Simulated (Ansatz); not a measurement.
**H₆NPSi: small, medium and large basis sets**

An exercise on one series of results from a longer session: the logs are not shown, and one member is left open.

Method: one geometry, several basis sets; program: Ansatz 0.2.0, Gaussian basis.

The runs, in order: PBE0-D4/def2-SVP; ωB97M-V/def2-SVP; PBE0-D4/def2-QZVPP; ωB97M-V/def2-QZVPP; the functionals' def2-TZVPP values are taken from earlier runs.

1 further run of the same task is left out (it didn't finish).

## Structure used throughout

An earlier PBE0-D4 in a triple-zeta def2 set relaxation fixed the geometry.

SMILES `[SiH3]NP`, 9 atoms, charge 0, spin multiplicity 1.

Atoms are counted from 1 here; the program's logs count them from 0.

Bond lengths: Si1–N2 1.726 Å, Si1–H4 1.488 Å, Si1–H5 1.486 Å, Si1–H6 1.488 Å, N2–P3 1.705 Å, N2–H7 1.006 Å, P3–H8 1.426 Å, P3–H9 1.426 Å. Angles: N2–Si1–H4 110.7°, N2–Si1–H5 108.0°, N2–Si1–H6 110.7°, H4–Si1–H5 109.9°, H4–Si1–H6 107.6°, H5–Si1–H6 109.9°, Si1–N2–P3 126.5°, Si1–N2–H7 119.7°, P3–N2–H7 113.8°, N2–P3–H8 100.3°, N2–P3–H9 100.3°, H8–P3–H9 92.2°.

Coordinates:

```xyz
9
H6NPSi
Si   -0.45044    0.66172   -0.85209
N     0.86713   -0.08366   -0.02280
P     0.76504   -1.07488    1.36051
H    -1.40816   -0.36321   -1.34766
H     0.10419    1.43103   -1.99666
H    -1.19698    1.57334    0.05632
H     1.80695    0.05630   -0.35364
H    -0.28785   -1.95261    0.96887
H    -0.11139   -0.29443    2.17006
```

The first run:

Contents of in.yaml:

```yaml
crystal:
  periodic: [false, false, false]
  atoms:
    - {symbol: Si, position_ang: [-0.450443, 0.661717, -0.852093]}
    - {symbol: N, position_ang: [0.867133, -0.083656, -0.022800]}
    - {symbol: P, position_ang: [0.765045, -1.074877, 1.360512]}
    - {symbol: H, position_ang: [-1.408162, -0.363213, -1.347663]}
    - {symbol: H, position_ang: [0.104194, 1.431033, -1.996662]}
    - {symbol: H, position_ang: [-1.196980, 1.573340, 0.056316]}
    - {symbol: H, position_ang: [1.806952, 0.056301, -0.353641]}
    - {symbol: H, position_ang: [-0.287848, -1.952614, 0.968869]}
    - {symbol: H, position_ang: [-0.111392, -0.294431, 2.170060]}
basis:
  gaussian: {orbitals: def2-SVP}
hamiltonian: {xc: pbe0, dispersion: d4}
output: {orbitals: {seedname: orbitals}}
```

The run is started by

```console
ansatz run in.yaml --threads 2 --pin off --events-out ev --progress --plain --max-ram 4352MiB
```

Among the steps run: PBE0-D4 in def2-SVP; ωB97M-V in def2-SVP; PBE0-D4 in def2-QZVPP; ωB97M-V in def2-QZVPP.

One table of the session follows, with a row left open; its other results are not shown here.

```
functional       basis  HOMO (eV)  LUMO (eV)
   PBE0-D4    def2-SVP      -7.29       0.34
   PBE0-D4  def2-TZVPP          ?          ?
   PBE0-D4  def2-QZVPP      -7.39      -0.34
   ωB97M-V    def2-SVP      -9.46       2.27
   ωB97M-V  def2-TZVPP      -9.57       1.50
   ωB97M-V  def2-QZVPP      -9.59       1.19
```

Q: Estimate the row for PBE0-D4, def2-TZVPP from the others.

As computed: HOMO (eV): -7.37; LUMO (eV): -0.20. In the column «HOMO (eV)» it lies between PBE0-D4, def2-QZVPP (-7.39) and PBE0-D4, def2-SVP (-7.29).
